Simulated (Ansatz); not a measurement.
# A ladder of methods for SiH (SMILES [SiH])

The species is SiH (2 atoms), meant as a doublet with charge 0. SMILES: `[SiH]`. Geometry: relaxed at GFN2-xTB.

```xyz
2

Si    0.0000    0.0000    0.0000
H     0.0000    0.0000    1.5166
```

Each level gives the electronic atomisation energy (eV). The values are calculated. Electronic energies at fixed atoms, without zero-point motion or spin-orbit coupling.

```
             level                    kind  program  value (eV)  less FCI/6-311G**  CPU time (all runs)
      UHF/6-311G**            Hartree–Fock   Ansatz        2.20              -0.77               0.26 s
 U-revPBE/6-311G**                     GGA   Ansatz        3.02              +0.05                2.3 s
 U-r2SCAN/6-311G**                meta-GGA   Ansatz        3.07              +0.10                6.2 s
U-r2SCAN0/6-311G**         hybrid meta-GGA   Ansatz        3.04              +0.07                4.8 s
  U-wB97X/6-311G**  range-separated hybrid   Ansatz        3.15              +0.18                6.9 s
     UMP2/6-311G**     perturbation theory   Ansatz        2.80              -0.17               0.31 s
UCCSDT(Q)/6-311G**   coupled cluster or CI   Ansatz        2.97               0.00                3.2 s
   UCCSDT/6-311G**   coupled cluster or CI   Ansatz        2.97               0.00                1.9 s
         FCI/3-21G      exact in the basis   Ansatz        2.39              -0.58               0.48 s
      FCI/6-311G**      exact in the basis   Ansatz        2.97               0.00                3.9 s
```

FCI/6-311G** is exact within its basis and frozen core, so for wave-function methods in that basis the difference is their error; functionals converge differently with the basis, so for them it is only a difference. The values span 2.20 to 3.15 eV. High-level rows in very small sets aren't better than simpler rows in larger ones. CPU times are rough (shared hosts, several kinds of processor): they show what a rung costs within a factor of a few.
